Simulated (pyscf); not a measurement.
F–SiH₂–F + hydrogen fluoride (HF) → F–SiH(F)–F + hydrogen (H₂), a four-centre exchange (singlet surface; H–Si, F–H broken, F–Si, H–H formed). Structures and frequencies: ωB97X-D3(BJ)/def2-SVP in PySCF. Energies in kcal/mol from the separated reactants.

Small-basis levels: PySCF, no dispersion term, spherical d functions. AM1 to PM7: differences of heats of formation from MOPAC, which are fitted to 298 K values and so differ in kind from electronic energies by zero-point and thermal terms. GFN2-xTB: tblite. Cost: rough CPU time at the saddle relative to B3LYP/6-31G*, from one job on a shared machine.

| level | barrier | reaction energy | cost |
|---|---|---|---|
| HF/STO-3G | 70.3 | -20.5 | 0.05 |
| HF/3-21G | 40.1 | -40.8 | 0.07 |
| MP2/6-31G* | 30.0 | -44.3 | 0.1 |
| BP86/6-31G* | 16.7 | -42.0 | 1 |
| B3LYP/STO-3G | 25.8 | -33.3 | 0.6 |
| B3LYP/LANL2DZ | 43.0 | -19.6 | 0.7 |
| M06-2X/6-31G* | 24.2 | -42.5 | 2 |
| B3LYP/6-311+G** | 36.1 | -25.5 | 2 |
| PBE/def2-SVP | 15.8 | -32.8 | 1 |
| GFN2-xTB | 44.6 | -25.9 | under 0.02 |
| AM1 | 66.0 | -34.3 | under 0.02 |
| PM7 | 39.9 | -61.7 | under 0.02 |
| ωB97M-D3(BJ)/def2-TZVP | 28.7 | -33.9 | – |

Against the last row the barrier runs from -13.0 (PBE/def2-SVP) to +41.6 kcal/mol (HF/STO-3G). ωB97M-D3(BJ)/def2-TZVP has limits of its own. One saddle was located; it need not be the lowest between these sides.
